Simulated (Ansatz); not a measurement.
Geometry optimisation, Ansatz, UKS PBE-D4/def2-SVP.

The input (input.yaml):

```yaml
crystal:
  periodic: [false, false, false]
  atoms:
    - { symbol: Al, position_ang: [0.0, 0.0, -0.342207] }
    - { symbol: Cl, position_ang: [0.0, 0.0, 3.068325] }
    - { symbol: H, position_ang: [1.432842, 0.0, -1.067426] }
    - { symbol: H, position_ang: [-1.432842, 0.0, -1.067426] }
    - { symbol: Cl, position_ang: [0.0, 0.0, 5.148733] }
magnetization:
  spin_polarized: true
  initial_magnetization: 1
basis:
  gaussian: { orbitals: def2-SVP }
hamiltonian:
  xc: pbe
  dispersion: d4
relax:
  f_tol: 0.03
  max_steps: 50
```

Command:

```bash
$ ansatz run input.yaml --threads 1 --pin off --max-ram 2048MiB --backend cpu --events-out ev --progress --plain --runs-dir out
```

Problem. Where does it end, and by what steps?

Solution. The run converged. After 8 steps the energy has fallen by 2.250 eV; Cl2 moved furthest, 0.92 Å. Parted: Cl2–Cl5 (2.08 → 2.82 Å). Joined: Al1–Cl2 (3.41 → 2.14 Å).

```json
{"step": "0", "energy less start (eV)": "0.0000", "largest force component (eV/Å)": "1.825", "accepted": "yes"}
{"step": "1", "energy less start (eV)": "-0.3452", "largest force component (eV/Å)": "2.093", "accepted": "yes"}
{"step": "2", "energy less start (eV)": "-0.8358", "largest force component (eV/Å)": "2.939", "accepted": "yes"}
{"step": "3", "energy less start (eV)": "-1.5136", "largest force component (eV/Å)": "3.294", "accepted": "yes"}
{"step": "4", "energy less start (eV)": "-2.0945", "largest force component (eV/Å)": "1.198", "accepted": "yes"}
{"step": "5", "energy less start (eV)": "-2.2148", "largest force component (eV/Å)": "0.428", "accepted": "yes"}
{"step": "6", "energy less start (eV)": "-2.2483", "largest force component (eV/Å)": "0.159", "accepted": "yes"}
{"step": "7", "energy less start (eV)": "-2.2499", "largest force component (eV/Å)": "0.051", "accepted": "yes"}
{"step": "8", "energy less start (eV)": "-2.2501", "largest force component (eV/Å)": "0.005", "accepted": "yes"}
```

```xyz
5
Properties=species:S:1:pos:R:3
Al 0.000 0.000 0.012
Cl 0.000 0.000 2.147
H 1.424 0.000 -0.693
H -1.424 0.000 -0.693
Cl 0.000 0.000 4.967
```

Whether the end is a true minimum wasn't checked by a vibrational analysis.

Time of the run: 36 s on 1 thread of Arm Neoverse V2, with other jobs on the host, peak memory 0.14 GiB.
